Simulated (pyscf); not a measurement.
A first-order saddle from PySCF, ωB97X-D3(BJ)/def2-SVP:

```
B
O 1 1.2221
O 1 1.4705 2 142.80
H 3 0.9660 1 117.29 2 40.67
H 3 1.2301 4 131.25 1 -96.54
F 5 1.1562 3 122.64 4 123.97
```

Surface: singlet, charge 0. Lowest wavenumbers (cm⁻¹): 1183i, 386, 430, 466, 614.

Question: Name the species on either side of this saddle.

Answer: `[O]=[B][OH]` + `[FH]` ⇌ `[OH2]` + `[O]=[B][F]`, a four-centre exchange read from left to right: B–O, F–H broken and H–O, B–F formed. At CCSD(T)/def2-TZVPP + ΔMP2(QZVPP) it lies +100.0 kJ/mol from the left side and +104.5 kJ/mol from the right (each side as separated species at their lowest minima found). On the product side the descent ends in an adduct with a B–O contact, 36.8 kJ/mol under the separated species and 128.0 kJ/mol under the saddle at ωB97X-D3(BJ)/def2-TZVP. What is counted as broken (B–O) persists as a longer contact in the product adduct; parting that adduct is a step of its own. At ωB97X-D3(BJ) the barrier from the zero used here is 87.7 kJ/mol. The same reactants have a lower exit, to HO–B(OH)–F (barrier +14.4 kJ/mol at ωB97M-D3(BJ), against +86.3 kJ/mol here). One saddle was located; it need not be the lowest between these sides. The CCSD(T) − MP2 part came from Ansatz, without density fitting, on the same reference.
